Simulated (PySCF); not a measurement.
Simulated outer-valence photoelectron spectrum of `[CH3][AlH2-][NH3+]`. Level of theory: EOM-IP-CCSD/aug-cc-pVDZ in PySCF, restricted Hartree–Fock reference, frozen core, non-relativistic, gas phase, PBE0-D3(BJ)/def2-SVP geometry.

Each root has a Gaussian of 0.4 eV full width with its one-hole share as area; cross sections and vibrations are left out, and the highest printed point is 100.

```csv
ionisation energy (eV),intensity
9.0,1
9.2,15
9.4,52
9.6,64
9.8,60
10.0,27
10.2,4
10.4,0
10.6,0
10.8,0
11.0,0
11.2,1
11.4,9
11.6,41
11.8,46
12.0,13
12.2,1
12.4,0
12.6,2
12.8,28
13.0,93
13.2,81
13.4,19
13.6,1
13.8,0
14.0,0
14.2,0
14.4,0
14.6,1
14.8,11
15.0,43
15.2,43
15.4,11
15.6,1
15.8,0
16.0,0
16.2,0
16.4,0
16.6,0
16.8,0
17.0,0
17.2,0
17.4,0
17.6,0
17.8,0
18.0,3
18.2,34
18.4,100
18.6,73
18.8,14
19.0,1
```

Where are the maxima, and how many lines lie under the curve?

5 maxima, at 9.6, 11.7, 13.1, 15.1 and 18.5 eV, from 8 lines. At this width some lines have no maximum of their own.

List the lines with their holes.

```csv
E (eV),leading hole (HF orbital),area,Koopmans (eV)
9.47,HOMO,0.95,10.19
9.80,HOMO-1,0.94,10.32
11.72,HOMO-2,0.93,12.62
13.04,HOMO-3,0.95,13.85
13.12,HOMO-4,0.95,13.94
15.10,HOMO-5,0.92,16.49
18.44,HOMO-6,0.95,19.48
18.47,HOMO-7,0.95,19.50
```

The widest gap, 3.34 eV, lies between 15.10 and 18.44 eV. Only orbitals with −ε under 21 eV, eight at most, were ionised, so the high end of the curve may lack lines.

Hardware: an Arm Neoverse V2 with one thread, shared host. Cost: 1.8 min, 2.5 GiB resident at most.
